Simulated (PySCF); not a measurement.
# Orbital picture of BCl

PBE0 at R = 1.720 Å; basis B def2-TZVP, Cl def2-TZVP; no relativity; PySCF 2.14. State: ¹Σ⁺ (singlet), closed shell. Only the outer orbitals are listed, counted within each symmetry.

```tsv
orbital	occ.	ε (eV)	on B (%)	main shells (%)
5σ	2	-24.79	10	88 Cl s
6σ	2	-14.35	29	62 Cl p, 23 B s
2π	2	-11.05	10	90 Cl p, 8 B p
2π	2	-11.05	10	90 Cl p, 8 B p
7σ	2	-7.47	91	67 B s, 24 B p, 10 Cl p
3π	0	-1.90	89	89 B p
3π	0	-1.90	89	89 B p
```

Task: Which are the highest filled and the lowest empty level, where do they sit, and how wide is the gap?

Result: Highest filled 7σ at -7.47 eV (in %: 67 B s, 24 B p, 10 Cl p); lowest empty 3π at -1.90 eV (in %: 89 B p); the gap at PBE0 is 5.57 eV.

The bond order (Mayer) is 1.43, the ⟨S²⟩ is 0.000 and the charge on B (Mulliken, basis-dependent) is 0.00. The charge on B (Löwdin, basis-dependent) is -0.65, the dipole moment (positive dipole means B(−)Cl(+)) is 1.62 D and the polarisability along the bond is 38.5 bohr³. The polarisability across the bond is 26.2 bohr³.
